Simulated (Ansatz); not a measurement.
Cubic perovskite SrTiO₃ (cubic form, which distorts at low temperature), treated with PBEsol-D3(BJ) (plane waves, PAW; Ansatz, an electronic-structure program).

Run with plane-wave cutoff 520 eV, 10×10×10 k mesh, Fermi–Dirac smearing 0.01 eV, no spin polarisation, scalar-relativistic PAW data made under PBE.

Cell (relaxed at this level):

```
SrTiO3
1.0
    3.86599     0.00000     0.00000
    0.00000     3.86599     0.00000
    0.00000     0.00000     3.86599
Sr Ti O
1 1 3
Cartesian
  0.00000   0.00000   0.00000
  1.93300   1.93300   1.93300
  1.93300   0.00000   1.93300
  0.00000   1.93300   1.93300
  1.93300   1.93300   0.00000
```

Estimate the bulk modulus, band gap, smallest direct gap on the k points sampled and pressure derivative B′ of the bulk modulus that the calculation returns.


bulk modulus: 195 GPa
band gap: 1.89 eV
smallest direct gap on the k points sampled: 2.21 eV
pressure derivative B′ of the bulk modulus: 4.4

Measured, for comparison: band gap 3.59 eV (zero-point renormalisation of 336 meV (experimental, the table's column) added back here, indirect; inputs from Miglio et al. (2020), arXiv:2011.12765); bulk modulus 172 GPa (room temperature, not corrected to a static lattice, Murnaghan fit, our sources range from 165 to 179; as tabulated in Guennou et al. (2010), arXiv:0910.0710). Computed (rounded) less measured: bulk modulus +13 % (+9 % to +18 % over the range).

Note: the relaxation could not lower the start's symmetry, so the cell can be a saddle point above a distorted one.

Spin–orbit coupling is not included.

Computed values are for the static lattice.

It cost roughly 70 core-seconds of CPU time.
